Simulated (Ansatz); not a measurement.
C4H3, SMILES C#C[C]=C, a single point in a Gaussian basis

Computed with Ansatz's Python interface.

The cells in order, each with its output:

```python
import ansatz
import numpy as np
import pandas as pd
```

```python
geometry = (
    ansatz.Crystal.molecule()
    .atom("C", (1.9088, -0.0326, -0.6178))
    .atom("C", (0.7775, -0.368, -0.3708))
    .atom("C", (-0.5717, -0.7692, -0.0766))
    .atom("C", (-1.4322, 0.0739, 0.4801))
    .atom("H", (2.9019, 0.262, -0.8345))
    .atom("H", (-1.1435, 1.0881, 0.7291))
    .atom("H", (-2.4408, -0.2543, 0.6905))
)
```

```python
calc = (
    geometry.calculation()
    .basis(gaussian="6-31G*")
    .functional("b3lyp", dispersion="d4")
    .spin("collinear", total=1)
    .forces()
)
done = calc.run(threads=1)
r = done.report
```

```python
r["free_energy_ev"]
```

    -4192.108125323067

```python
print("reference energy %16.6f eV" % r["reference_energy_ev"])
print("total energy     %16.6f eV" % r["free_energy_ev"])
print("occupied orbitals outside the frozen core (up, down):", r["n_occupied"], " frozen:", r["n_frozen"], " virtual:", r["n_virtual"])
```

    reference energy     -4191.936797 eV
    total energy         -4192.108125 eV
    occupied orbitals outside the frozen core (up, down): [14, 13]  frozen: 0  virtual: [52, 53]

```python
field = r["mean_field"]
print("<S^2> =", round(abs(field["state"]["spin_squared"]), 4), " all-electron relativity setting:", field["relativity"])
print("passes:", field["passes"])
if "symmetry" in field:
    print("occupied orbitals by irrep:", field["symmetry"]["occupied"])

symbols = [site.symbol for site in geometry.cartesian_sites]
forces = np.array(r["forces_ev_ang"])
print("largest force", round(float(np.linalg.norm(forces, axis=1).max()), 4), "eV/A, rms", round(float(np.sqrt((forces ** 2).mean())), 4))
```

    <S^2> = 0.7708  all-electron relativity setting: none
    passes: {'evaluations': 17, 'products': 18}
    occupied orbitals by irrep: [{'A': 14}, {'A': 13}]
    largest force 3.275 eV/A, rms 1.0457

```python
charges = r["charge_distribution"]
table = pd.DataFrame({"atom": symbols, "mulliken": charges["mulliken_charges_e"], "lowdin": charges["lowdin_charges_e"]})
print(table.round(3).to_string())
print("dipole (e A):", np.round(charges["dipole_moment_e_ang"], 4) + 0.0)
```

      atom  mulliken  lowdin
    0    C    -0.445  -0.144
    1    C     0.277  -0.070
    2    C    -0.028  -0.003
    3    C    -0.347  -0.223
    4    H     0.200   0.163
    5    H     0.180   0.146
    6    H     0.162   0.130
    dipole (e A): [0.0644 0.1731 0.0377]

What to keep in mind:
- Total energies depend on the basis set; only differences at equal settings carry meaning.
- The geometry is a force-field or estimated start, not a minimum of this method, and the basis set is short of its limit.
- The species is open-shell (spin multiplicity 2).
- The Löwdin charges here are taken after orthogonalising the functions within each atom; they differ from plain Löwdin charges, and their signs can be unphysical.
- Total less reference energy is the dispersion correction.
- b3lyp holds the VWN-RPA fit, as in Gaussian; the form of ORCA and Turbomole is b3lyp5.
- Wall time of the script: 3.2 s on 1 thread of Arm Neoverse V2 (shared host), peak memory 0.25 GiB.
